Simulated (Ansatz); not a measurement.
Energy needed to pull apart CH$_{5}$Al (SMILES [CH3][AlH2]), singlet, into free ground-state atoms, from the structure below (displaced at random from a GFN2-xTB minimum); no zero-point or spin–orbit terms; open-shell atoms are treated unrestricted, in their ground-state multiplicity.

C1  (-0.488, -0.729, -0.409)
Al2  (0.587, 0.836, 0.459)
H3  (-1.122, -1.278, 0.397)
H4  (-1.208, -0.389, -1.208)
H5  (0.200, -1.498, -0.896)
H6  (0.131, 1.663, 1.781)
H7  (2.018, 1.356, -0.123)
(Å)

Ansatz 0.2.0; basis: def2-TZVPP; cores frozen in the correlated methods.

| method | atomization energy (kcal/mol) |
| --- | --- |
| PBE-D4 | 510.5 |
| r2SCAN-D4 | ? |
| PBE0-D4 | 507.0 |
| BHLYP-D4 | 503.8 |
| CAM-B3LYP-D4 | 513.7 |
| wB97M-V | 512.5 |
| HF | 393.2 |
| MP2 | 499.3 |
| CCSD | ? |
| CCSD(T) | 502.3 |

Problem. What does r2SCAN-D4 give? (Judge from chemistry; the value comes from the calculation.)

Solution. Computed: 512.1 kcal/mol, which is about 9.8 kcal/mol more than CCSD(T)/def2-TZVPP.

Problem. What does CCSD give? (To be estimated.)

Solution. By the calculation: 498.1 kcal/mol, which is about 4.1 kcal/mol less than CCSD(T)/def2-TZVPP.

In triple zeta the MP2 and coupled-cluster atomization energies are still short of their basis limit by a few kcal/mol a bond, whereas those of the functionals are nearly converged, so these differences are not deviations from converged CCSD(T).

No T1 diagnostic of these runs exceeds 0.010.

For scale, one of the runs: CCSD(T)/def2-TZVPP forces, 143 basis functions (an equivalent command: `ansatz run in.yaml --threads 4`). Time: 19 s of wall clock on 4 CPU threads; the host was shared. Peak host memory: 1.5 GiB.
